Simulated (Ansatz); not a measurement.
Ansatz (a program for electronic structure) input (B3LYP-D3(BJ)/def2-TZVP):

Ansatz 0.2 input:
```yaml
crystal:
  periodic: [false, false, false]
  atoms:
    - {symbol: P, position_ang: [-0.01062407, 0.00869555, 0.24649177]}
    - {symbol: H, position_ang: [-0.04077353, 1.34941399, -0.10825102]}
    - {symbol: H, position_ang: [1.16537689, -0.64094808, -0.09895884]}
    - {symbol: H, position_ang: [-1.16167490, -0.69028214, -0.08648110]}
basis:
  gaussian:
    orbitals: def2-TZVP
hamiltonian:
  xc: b3lyp
  dispersion: d3bj
total_charge: 1
magnetization: {spin_polarized: true, initial_magnetization: 1}
relax: {f_tol: 0.002, max_steps: 150}
```

Output:

```
Functional definition: B3LYP
integrals: 0.01 GiB planned
414 factors; their error is unknown
mean field: 0.13 GiB planned
mean field evaluation 1: about -9327.5351 eV, gradient 1.3e1 eV
mean field evaluation 2: about -9328.1576 eV, gradient 9.0e0 eV
mean field evaluation 4: about -9328.4648 eV, gradient 1.5e-1 eV
mean field evaluation 8: about -9328.4688 eV, gradient 1.2e-2 eV
mean field -9328.46877807 eV, -342.8149045309 hartree, gradient 1.7e-5 eV, S^2 0.752924; 0 other end points of the search recorded, 0 dependent functions left out
the calculation of the forces begins
reference -9328.46895757 eV, -342.8149111275 hartree; 9, 8 occupied and 46, 47 virtual orbitals, 414 factors
relax step   1: F+E_penalty+E_count = -9328.53324730 eV  Δ(F+E_penalty+E_count) = +0.000e0 eV  max|allowed force component| = 3.943e-1 eV/Å  Δτ_max = 0.0000 Å  (23 SCF iters, accepted)
these checks for a lower state are left out or cut short: starts, cluster_reference, orbital_swaps, neighbouring_geometries, increment
integrals: 0.01 GiB planned
414 factors; their error is unknown
mean field: 0.13 GiB planned
mean field evaluation 16: about -9328.4741 eV, gradient 4.2e-3 eV
mean field -9328.47786511 eV, -342.8152384734 hartree, gradient 2.1e-5 eV, S^2 0.752744; 0 other end points of the search recorded, 0 dependent functions left out
the calculation of the forces begins
reference -9328.47804476 eV, -342.8152450755 hartree; 9, 8 occupied and 46, 47 virtual orbitals, 414 factors
relax step   2: F+E_penalty+E_count = -9328.54232242 eV  Δ(F+E_penalty+E_count) = -9.075e-3 eV  max|allowed force component| = 1.276e-1 eV/Å  Δτ_max = 0.0241 Å  (26 SCF iters, accepted)
these checks for a lower state are left out or cut short: starts, cluster_reference, orbital_swaps, neighbouring_geometries, increment
integrals: 0.01 GiB planned
414 factors; their error is unknown
mean field: 0.13 GiB planned
mean field -9328.47905238 eV, -342.8152821047 hartree, gradient 1.8e-5 eV, S^2 0.752757; 0 other end points of the search recorded, 0 dependent functions left out
the calculation of the forces begins
reference -9328.47923219 eV, -342.8152887128 hartree; 9, 8 occupied and 46, 47 virtual orbitals, 414 factors
relax step   3: F+E_penalty+E_count = -9328.54346684 eV  Δ(F+E_penalty+E_count) = -1.144e-3 eV  max|allowed force component| = 8.525e-3 eV/Å  Δτ_max = 0.0064 Å  (26 SCF iters, accepted)
these checks for a lower state are left out or cut short: starts, cluster_reference, orbital_swaps, neighbouring_geometries, increment
integrals: 0.01 GiB planned
414 factors; their error is unknown
mean field: 0.13 GiB planned
mean field evaluation 32: about -9328.4791 eV, gradient 5.9e-5 eV
mean field -9328.47906099 eV, -342.8152824212 hartree, gradient 5.9e-5 eV, S^2 0.752743; 0 other end points of the search recorded, 0 dependent functions left out
the calculation of the forces begins
reference -9328.47924079 eV, -342.8152890286 hartree; 9, 8 occupied and 46, 47 virtual orbitals, 414 factors
relax step   4: F+E_penalty+E_count = -9328.54348142 eV  Δ(F+E_penalty+E_count) = -1.458e-5 eV  max|allowed force component| = 2.264e-3 eV/Å  Δτ_max = 0.0016 Å  (19 SCF iters, accepted)
these checks for a lower state are left out or cut short: starts, cluster_reference, orbital_swaps, neighbouring_geometries, increment
integrals: 0.01 GiB planned
414 factors; their error is unknown
mean field: 0.13 GiB planned
mean field -9328.47906196 eV, -342.8152824570 hartree, gradient 1.4e-5 eV, S^2 0.752745; 0 other end points of the search recorded, 0 dependent functions left out
the calculation of the forces begins
reference -9328.47924176 eV, -342.8152890644 hartree; 9, 8 occupied and 46, 47 virtual orbitals, 414 factors
relax step   5: F+E_penalty+E_count = -9328.54348183 eV  Δ(F+E_penalty+E_count) = -4.175e-7 eV  max|allowed force component| = 1.198e-4 eV/Å  Δτ_max = 0.0003 Å  (18 SCF iters, accepted)
integrals: 0.01 GiB planned
414 factors; their error is unknown
mean field: 0.13 GiB planned
mean field -9328.47906196 eV, -342.8152824570 hartree, gradient 1.4e-5 eV, S^2 0.752745; 1 other end points of the search recorded, 0 dependent functions left out
the calculation of the forces begins
reference -9328.47924176 eV, -342.8152890644 hartree; 9, 8 occupied and 46, 47 virtual orbitals, 414 factors
Total energy: -9328.54366163 eV, -342.8176564510 hartree
Atom 0 at    -0.010450     0.008938     0.272086 Å, force    -0.000001    -0.000002     0.000120 eV/Å
Atom 1 at    -0.041042     1.356470    -0.116829 Å, force    -0.000001     0.000043    -0.000041 eV/Å
Atom 2 at     1.171474    -0.644521    -0.107492 Å, force     0.000036    -0.000020    -0.000040 eV/Å
Atom 3 at    -1.167678    -0.694008    -0.094964 Å, force    -0.000034    -0.000021    -0.000039 eV/Å
Dipole moment:    -0.000390    -0.000586    -0.075134 e Å
```
